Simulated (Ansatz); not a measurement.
InSe (R3m, No. 160)

All values below come from PBEsol in Ansatz (PAW).

Numerical settings: plane-wave cutoff 520 eV, 10×10×10 k mesh, Fermi–Dirac smearing 0.01 eV, scalar-relativistic PAW data made under PBE.

Cell (relaxed at this level):

InSe is modelled in the trigonal space group R3m, hexagonal axes (No. 160), Pearson symbol hR4. Lattice parameters: a = 4.009 Å, b = 4.009 Å, c = 25.288 Å, α = 90.00°, β = 90.00°, γ = 120.00°. Se1 on 3a is surrounded by 3 In at 2.644 Å (trigonal pyramidal). Se2 on 3a sees 3 In at 2.643 Å (trigonal pyramidal). In1 on 3a sees 3 Se at 2.644 Å (trigonal pyramidal). In2 on 3a sees 3 Se at 2.643 Å (trigonal pyramidal). (Neighbours: up to the widest gap in distance over summed covalent radii, below 1.35, at either atom; cation-cation and far metal-metal contacts left out.)
(The calculation used a cell of 4 atoms; values per cell refer to that cell.)

```
Item                            Value
--------  ---------------------------
band gap  0.37 eV (on the SCF k mesh)
Γ–Γ gap                       2.83 eV
```

Note: the cell comes from a level without a dispersion term, which matters for the spacing of layers, chains or molecules; the cell has widely spaced layers and the level no dispersion term, so their spacing and the moduli can rest on weak binding.

Spin–orbit coupling is not included.

Computing time: about 4 core-minutes (a rough figure).

Ansatz is an electronic-structure program.
